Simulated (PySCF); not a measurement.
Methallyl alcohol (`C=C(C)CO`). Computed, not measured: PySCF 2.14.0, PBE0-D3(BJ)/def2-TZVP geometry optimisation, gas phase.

```
atom  x, y, z in Å
C1     0.3645    0.8720    0.3964
C2     0.1035   -0.3661   -0.0111
C3    -1.1114   -1.1281    0.4085
C4     1.0491   -1.0831   -0.9310
O5     1.5347   -2.2929   -0.3783
H6     1.2594    1.3944    0.0745
H7    -0.3097    1.4091    1.0547
H8    -1.7190   -0.5595    1.1130
H9    -0.8303   -2.0785    0.8685
H10   -1.7281   -1.3755   -0.4620
H11    0.5299   -1.3738   -1.8495
H12    1.8732   -0.4149   -1.2107
H13    2.0060   -2.0736    0.4305
```

Task: What is the longest distance between nuclei?

Result: O5···H7, 4.38 Å; the next longest distance is 4.28 Å.

Task: Where is the centre of mass (commonest isotopes), and what is the radius of gyration?

Result: Mass 72.058 u; centre at (0.423, -0.864, -0.107) Å; Rg = √(Σ m r²/M) = 1.591 Å. As Ia + Ib + Ic = 2 Σ m r², the three principal moments sum to 364.7 u·Å².

Task: How far are the heavy atoms from their best plane (unweighted least squares)?

Result: 0.292 Å rms; C1 0.22, C2 0.08, C3 0.03, C4 0.49, O5 0.37 Å (magnitudes).

Task: Give the dihedral angles H7–C1–C2–C3, H12–C4–O5–H13, C3–C2–C4–H11, C4–C2–C3–H9.

Result: H7–C1–C2–C3 -1° (synperiplanar); H12–C4–O5–H13 63° (synclinal); C3–C2–C4–H11 59° (synclinal); C4–C2–C3–H9 56° (synclinal). Dihedral signs follow IUPAC: positive where, seen along the central bond, the front bond turns clockwise onto the rear one.

Task: How far apart are these pairs, which share no bond: C1···H9, C1···H11, C1···H12, C2···H9, C3···H7, O5···H8, H8···H10?

Result: C1···H9 3.218 Å (3 bonds apart); C1···H11 3.180 Å (3 bonds apart); C1···H12 2.552 Å (3 bonds apart); C2···H9 2.140 Å (2 bonds apart); C3···H7 2.738 Å (3 bonds apart); O5···H8 3.977 Å (4 bonds apart); H8···H10 1.774 Å (2 bonds apart).

PBE0-D3(BJ)/def2-TZVP frequencies: not computed here. The numbers are those of one conformer.
